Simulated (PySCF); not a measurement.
difluorochloromethane, CHClF2, SMILES FC(F)Cl, point group Cs.

Level: PBE0/pcSseg-1 in PySCF (density fitting, grid level 2); geometry and Hessian at that level, cubic constants and property derivatives from steps of ±0.6 along each species' dimensionless normal coordinates, second-order vibrational perturbation theory. The parent has the commonest isotopes.

Equilibrium geometry (Å):

```tsv
atom	x	y	z
F1	-0.4646	1.2114	-0.3868
C2	-0.0884	0.0087	0.0511
F3	-0.7690	-0.9184	-0.6250
Cl4	1.6484	-0.2086	-0.2281
H5	-0.2920	-0.0817	1.1202
```

Species: ³⁷Cl at 4, ²H at 5. Output of the displacement run:

```
mode    cm-1    km/mol   phi_rrr   E(+)/cm-1  E(-)/cm-1
  1    365.20     1.06      -0.6      65.78      65.75
  2    408.83     0.16     -29.7      72.48      74.74
  3    599.19     8.78      61.3     110.10     105.74
  4    749.43    91.44     152.2     140.41     129.75
  5    981.23    16.51       0.3     176.72     177.04
  6   1025.30    79.58     -69.8     182.15     187.47
  7   1142.11   314.27     191.4     212.55     198.79
  8   1220.64   265.70      -1.4     220.06     220.21
  9   2335.71    21.58    1239.4     467.97     378.92
```

For the shielding of F1 (σe = 254.01 ppm):

```json
{"mode": "1", "ω (cm⁻¹)": "365", "Σr φrrs (cm⁻¹)": "-4", "∂σ/∂q": "-2.537", "∂²σ/∂q²": "-1.816"}
{"mode": "2", "ω (cm⁻¹)": "409", "Σr φrrs (cm⁻¹)": "-88", "∂σ/∂q": "-0.319", "∂²σ/∂q²": "-1.867"}
{"mode": "3", "ω (cm⁻¹)": "599", "Σr φrrs (cm⁻¹)": "211", "∂σ/∂q": "2.182", "∂²σ/∂q²": "-2.845"}
{"mode": "4", "ω (cm⁻¹)": "749", "Σr φrrs (cm⁻¹)": "230", "∂σ/∂q": "8.224", "∂²σ/∂q²": "-1.994"}
{"mode": "5", "ω (cm⁻¹)": "981", "Σr φrrs (cm⁻¹)": "0", "∂σ/∂q": "-3.395", "∂²σ/∂q²": "-3.298"}
{"mode": "6", "ω (cm⁻¹)": "1025", "Σr φrrs (cm⁻¹)": "-279", "∂σ/∂q": "-3.920", "∂²σ/∂q²": "-2.074"}
{"mode": "7", "ω (cm⁻¹)": "1142", "Σr φrrs (cm⁻¹)": "565", "∂σ/∂q": "15.556", "∂²σ/∂q²": "-5.246"}
{"mode": "8", "ω (cm⁻¹)": "1221", "Σr φrrs (cm⁻¹)": "1", "∂σ/∂q": "14.975", "∂²σ/∂q²": "-5.914"}
{"mode": "9", "ω (cm⁻¹)": "2336", "Σr φrrs (cm⁻¹)": "618", "∂σ/∂q": "4.075", "∂²σ/∂q²": "-1.357"}
```

**Question.** Work out the zero-point average of this shielding.

**Answer.** With ⟨qs⟩ = −Σr φrrs/(4ωs) and ⟨qs²⟩ = 1/2: the mean displacements are 0.003, 0.054, -0.088, -0.077, 0.000, 0.068, -0.124, 0.000, -0.066. The anharmonic term Σ (∂σ/∂q)⟨q⟩ is -3.31 ppm, the harmonic term ¼ Σ ∂²σ/∂q² is -6.60 ppm, so ⟨σ⟩ = 244.09 ppm.
